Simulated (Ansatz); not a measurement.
# PH₃ (singlet): the correlation ladder, cc-pV(D+d)Z

Aim: climb from Hartree-Fock through coupled cluster and multireference methods for PH₃ (singlet) at one geometry and basis, and see what each rung misses.

Method: cc-pV(D+d)Z, core rule «outside noble gas», up to 5 orbitals frozen; program: Ansatz 0.2.0, Gaussian basis.

Plan: UHF; CCSD(T) on RHF; BCCD(T) on RHF; CISD; CCSDT(Q) on RHF; CISDTQ; CCSDTQ on RHF; CASSCF and MRCISD+Q, 8 electrons in 7 orbitals; CASSCF and NEVPT2, 8 electrons in 7 orbitals.

10 further runs of the same task are left out: 1 that didn't finish, 9 set aside as unsound or not needed.

## Step 1: The system

The geometry is an MP2(full)/6-31G* stationary point (not a proven minimum).

4 atoms, charge 0, spin multiplicity 1.

Atoms are counted from 1 here; the program's logs count them from 0.

Bond lengths: P1–H2 1.414 Å, P1–H3 1.414 Å, P1–H4 1.414 Å. Angles: H2–P1–H3 94.6°, H2–P1–H4 94.6°, H3–P1–H4 94.6°.

## Step 2: UHF

File in.yaml:

```yaml
crystal:
  periodic: [false, false, false]
  atoms:
    - {symbol: P, position_ang: [0.000000, 0.000000, 0.066503]}
    - {symbol: H, position_ang: [-0.000001, 1.200646, -0.681212]}
    - {symbol: H, position_ang: [1.039791, -0.600324, -0.681211]}
    - {symbol: H, position_ang: [-1.039791, -0.600324, -0.681210]}
basis:
  gaussian: {orbitals: "cc-pV(D+d)Z.json"}
magnetization: {spin_polarized: true, initial_magnetization: 0}
hamiltonian: {xc: hf}
output: {orbitals: {seedname: orbitals}}
```

Started as:

```bash
$ ansatz run in.yaml --threads 1 --pin off --events-out ev --progress --plain --max-ram 2764MiB --backend cpu
```

Further steps of the session: CCSD(T) on RHF; BCCD(T) on RHF; CISD; CCSDT(Q) on RHF; CISDTQ; CCSDTQ on RHF; CASSCF and MRCISD+Q, 8 electrons in 7 orbitals; CASSCF and NEVPT2, 8 electrons in 7 orbitals.

Before running them: what should the planned runs give, taken together? Wanted: RCCSDTQ below the RHF energy; RMP2 from RCCSDTQ; RCCSD from RCCSDTQ; RCCSD(T) from RCCSDTQ; RCCSDT(Q) from RCCSDTQ; NEVPT2 valence from RCCSDTQ; MRCISD+Q valence from RCCSDTQ; T1 diagnostic; effectively unpaired electrons.

The runs gave:

| quantity | value |
| --- | --- |
| RCCSDTQ below the RHF energy | -4.5854 eV |
| RMP2 from RCCSDTQ | +21.27 kcal/mol |
| RCCSD from RCCSDTQ | +2.84 kcal/mol |
| RCCSD(T) from RCCSDTQ | +0.51 kcal/mol |
| RCCSDT(Q) from RCCSDTQ | +0.01 kcal/mol |
| NEVPT2 valence from RCCSDTQ | +19.50 kcal/mol |
| MRCISD+Q valence from RCCSDTQ | +0.06 kcal/mol |
| levels within 1 kcal/mol (43 meV) | RCCSD(T), BCCD(T), RCCSDT, CISDTQ, RCCSDT(Q), MRCISD+Q valence |
| T1 diagnostic | 0.011 |
| effectively unpaired electrons | 0.01 |

RCCSD(T) lands +0.51 kcal/mol from the yardstick (0.5 % of the correlation energy). One determinant dominates. Of the multireference levels listed MRCISD+Q valence comes nearest in total energy (+0.06 kcal/mol), which doesn't show that its space is the better one. These misses are within one basis, not against nature.
